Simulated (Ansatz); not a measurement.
# SiNHO+ (doublet): from Hartree-Fock to the top rungs, def2-QZVPP

The task here is to estimate one member of a computed series from the others.

Method: def2-QZVPP, core rule «outside noble gas», up to 7 orbitals frozen; program: Ansatz 0.2.0, Gaussian basis.

To be run: UHF; ROHF; CCSD(T) on UHF.

2 further runs of the same task are left out: 2 set aside as unsound or not needed. Runs told in other sessions of the task aren't counted.

## What is computed

The geometry is a PBE0/def2-TZVP stationary point (not a proven minimum) of the parent state, kept for this charge and spin.

4 atoms, charge 1, spin multiplicity 2.

Atoms are counted from 1 here; the program's logs count them from 0.

Bond lengths: O1–N2 1.332 Å, O1–H4 0.966 Å, N2–Si3 1.554 Å. Angles: N2–O1–H4 106.3°, O1–N2–Si3 173.8°.

The first run:

File in.yaml:

```yaml
crystal:
  periodic: [false, false, false]
  atoms:
    - {symbol: O, position_ang: [-0.000007, -0.287198, 0.960799]}
    - {symbol: N, position_ang: [0.000023, -0.154683, -0.364392]}
    - {symbol: Si, position_ang: [-0.000004, -0.166852, -1.918552]}
    - {symbol: H, position_ang: [-0.000012, 0.608733, 1.322146]}
basis:
  gaussian: {orbitals: "def2-QZVPP.json"}
total_charge: 1
magnetization: {spin_polarized: true, initial_magnetization: 1}
hamiltonian: {xc: hf}
output: {orbitals: {seedname: orbitals}}
```

Launch:

```sh
$ ansatz run in.yaml --threads 1 --pin off --events-out ev --progress --plain --max-ram 2393MiB
```

Steps of the session up to this table: UHF; ROHF; CCSD(T) on UHF.

One of the session's tables, all rows but one given; the rest of the session is left out.

| method | from UCCSD(T) (meV) |
| --- | --- |
| ROHF | +15607.2 |
| UHF | ? |
| UMP2 | +1204.7 |
| UCCSD | +705.3 |
| UCCSD(T) | 0 |

**Question.** Estimate the row for UHF.

As computed: from UCCSD(T) (meV): +15443.8. In the column «from UCCSD(T) (meV)» it lies between UMP2 (+1204.7) and ROHF (+15607.2).
